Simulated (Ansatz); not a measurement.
## Other spins and charges of HGa–C–O, triplet at one geometry

Geometry (PBE0/def2-TZVP stationary point for this spin, not checked as a minimum):

```xyz
4

Ga    0.0000   -0.0426    0.7222
C     0.0000    0.1356   -1.2030
O     0.0000    0.0054   -2.3455
H     0.0000    1.2439    1.6068
```

Basis cc-pVDZ; Ansatz 0.2.0. Correlated methods freeze the noble-gas cores and the filled d shells of p-block atoms. Prefix R: restricted or restricted open-shell reference; prefix U: unrestricted. No spin–orbit coupling is included, and no scalar relativity.

Gaps are energies of the second state less the first, at fixed atoms, for a selection of the levels run; each method lands on the state that its own search finds for that charge and spin.

A value is left out where its run failed or describes another state than the reference as far as symmetry and spin tell, or, spin-broken singlets apart, can't be checked.

Removing an electron, to the doublet: 6.917 eV at UCCSDT(Q).

```csv
level,gap (eV),error (meV)
UHF,6.764,-153
UMP2,6.787,-130
UCCSD,6.917,0
UCCSD(T),6.912,-5
BCCD(T),6.909,-8
UCCSDT,6.920,3
PBE,7.347,430
r2SCAN,7.518,601
PBE0,7.389,472
B3LYP,7.345,428
wB97X-V,7.165,248
wB97M-V,7.169,252
B2PLYP,7.073,156
RPA-PBE,7.079,162
```

In so small a basis the reference is far from its limit while semilocal and hybrid functionals are nearer theirs (RPA and double hybrids share part of the reference's basis error), so the functionals' errors here hold much of the reference's basis and frozen-core error, which can add to them or hide them.

Full CI isn't at hand for all of this; UCCSDT(Q) serves as the reference, and is uncertain by the last step of the cluster series or more. The frozen core follows each run's orbitals, which can shift R against U totals by a few meV for light atoms and by up to 0.1 eV past Ca.
